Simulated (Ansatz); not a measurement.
C3H8N2 can be A, `C=C(N)CN`, or B, `N[C@H]1C[C@@H]1N`.

Computed with Ansatz on PBE0-D4/def2-TZVP structures; ΔE is electronic, products minus reactants. CCSD(T)/CBS is the MP2 limit (def2-TZVPP, def2-QZVPP) plus CCSD(T) − MP2 in def2-TZVPP, frozen cores. DFT in def2-TZVPP. B3LYP here is the variant with VWN-RPA as its local correlation; programs differ in this. One conformer a species, not always the lowest.

(1) Which is lower in electronic energy at CCSD(T)/CBS, and by how much? (Best estimate.)

(2) Give E(B) − E(A) in kcal/mol with HF/def2-TZVPP, CCSD(T)/def2-TZVPP, PBE0-D4, CCSD/def2-TZVPP, ωB97M-V, B2PLYP, B3LYP-D4. (An estimate is asked.)

Largest T1 diagnostic: 0.011.

Answers

(1) Computed: A, by 14.7 kcal/mol.

(2) Computed: HF/def2-TZVPP 16.3, CCSD(T)/def2-TZVPP 14.5, PBE0-D4 12.5, CCSD/def2-TZVPP 13.9, ωB97M-V 13.7, B2PLYP 16.0, B3LYP-D4 17.4. None reverses the order clearly.

From PBE to PBE0 (25 % exact exchange), in def2-TZVPP and without D4, E(B) − E(A) moves by −1.8 kcal/mol. In def2-TZVPP, CCSD(T) changes the Hartree–Fock value by −1.8 kcal/mol (the triples alone add +0.5 kcal/mol) and MP2 by −3.3 kcal/mol.
